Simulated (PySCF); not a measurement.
Species: PH3.
SMILES: `P`

Computed with B3LYP/ANO-RCC-VDZP in PySCF (dipole) on a GFN2-xTB geometry, gas phase.

Masses are those of the commonest isotopes; rigid-rotor values at the optimised geometry. 

**Question.** What are A, B and C (cm⁻¹)?

**Answer.** Ia = 3.64, Ib = 3.64, Ic = 4.03 u·Å²; 505379 MHz·u·Å²/I gives 138825, 138807 and 125386 MHz, that is A = 4.63069, B = 4.63009, C = 4.18242 cm⁻¹.

**Question.** What kind of rotor is it?

**Answer.** An oblate symmetric top, as the point group C3v requires two equal moments; the computed ones differ by 0.01 % because the geometry is symmetric only within the optimiser's tolerance; Ray's κ = 0.997.

**Question.** Is it planar, by Δ = Ic − Ia − Ib?

**Answer.** Not planar: Δ = Ic − Ia − Ib = -3.25 u·Å². For a rigid frame Δ = −2 Σ m c², so Σ m c² = 1.63 u·Å² lies off the ab plane: 1.48 from hydrogen and 0.14 from heavier atoms. The atom farthest from that plane is 0.70 Å away.

**Question.** Give the other two planar moments, Paa and Pbb, and the rms extents of the mass along the axes.

**Answer.** Paa = Σ m a² = (Ib + Ic − Ia)/2 = 2.02 and Pbb = Σ m b² = (Ia + Ic − Ib)/2 = 2.02 u·Å². With the mass M = 34.00 u, the rms extents √(P/M) along a, b and c are 0.24, 0.24, 0.22 Å.

**Question.** Where do the R-branch lines fall?

**Answer.** The dipole of 0.66 D lies along the symmetry axis, so ΔK = 0 and J+1 ← J falls at 2B(J+1) for every K: 277.63 GHz, 555.26 GHz, 832.89 GHz, 1110.53 GHz, 1388.16 GHz for J = 0 to 4.

GFN2-xTB frequencies: not computed here. These are rigid-rotor constants of the computed structure; measured ground-state constants (B0) also hold zero-point vibration.
